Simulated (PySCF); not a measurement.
# Broadened absorption spectrum of protonated cyanoacetylene cation

Species: protonated cyanoacetylene cation, C3H2N (charge +1).
Atom-mapped SMILES: `[CH:1]#[C:2][C:3]#[NH+:4]` (hydrogens: H5 on C1; H6 on N4)

Geometry (PBE0-D3(BJ)/def2-SVP, Å), atoms numbered from 1 in this order:
```
atom  x, y, z in Å
C1     1.3837    0.8295   -0.8204
C2     0.4865    0.2766   -0.2122
C3    -0.5118   -0.3374    0.4647
N4    -1.3620   -0.8602    1.0407
H5     2.1836    1.3218   -1.3633
H6    -2.1105   -1.3223    1.5511
```

Method: TDDFT CAM-B3LYP/def2-SVPD, vertical, gas phase, core orbitals frozen in the response (PySCF).

Broadening: Gaussians 0.5 eV wide at half height, area fixed by f = 4.319×10⁻⁹ ∫ε dν̃. The cross-section is σ = 3.8235×10⁻²¹ ε cm², given in Mb (10⁻¹⁸ cm²). The width is an assumption, not a result. The curve ends short of the highest state used, and states not computed would add to its high-energy end.

(E (eV), σ (Mb)): (3.90, 0.00), (4.14, 0.00), (4.38, 0.00), (4.62, 0.00), (4.85, 0.00), (5.09, 0.00), (5.33, 0.00), (5.57, 0.00), (5.81, 0.00), (6.05, 0.00), (6.29, 0.00), (6.53, 0.00), (6.76, 0.00), (7.00, 0.00), (7.24, 0.00), (7.48, 0.01), (7.72, 0.89), (7.96, 22.19), (8.20, 154.39), (8.44, 299.38), (8.68, 161.80), (8.91, 27.05), (9.15, 1.20), (9.39, 0.14)

(1) Locate the maxima and give the states behind the curve.

(2) Coming from long wavelengths, where does ε first pass 100 L mol⁻¹ cm⁻¹?

Results:

(1) 147 nm (8.44 eV), ε about 78000, made up of S5 (100%) (ε in L mol⁻¹ cm⁻¹; maxima over ε = 5, shares over 10%). At its high-energy end, 9.39 eV, the curve is still rising (ε about 36, from S5, S8 and S9). The states used: S1 4.65 eV (f 0.0000); S2 4.88 eV (f 0.0000); S3 4.88 eV (f 0.0000); S4 8.20 eV (f 0.0000); S5 8.44 eV (f 1.452); S6 8.55 eV (f 0.0000); S7 8.55 eV (f 0.0000); S8 9.99 eV (f 0.017); S9 9.99 eV (f 0.017).

(2) At about 162 nm (7.67 eV), 3.02 eV above S1.

All these states lie below the vertical ionisation energy of 17.76 eV (ΔSCF).

Time: 12 s wall; peak memory 0.43 GiB. Hardware: one thread, Arm Neoverse V1 (aarch64) (shared host).
